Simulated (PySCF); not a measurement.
Method: PySCF with PBE-D3(BJ)/def2-TZVP // PBE0-D4/def2-TZVP. All species are isolated molecules in the gas phase. 

Reference species (SMILES): `[SiH3][B][SiH3]` (neutral, multiplicity 2).

| Quantity | Result |
|---|---|
| highest occupied spin orbital | -4.57 eV |

Changed species: `[OH]` (radical fragment; the reference has radical fragment).

**Question.** Predict the effect on the highest occupied spin orbital.

**Answer.** the highest occupied spin orbital falls by 2.59 eV, to -7.16 eV.
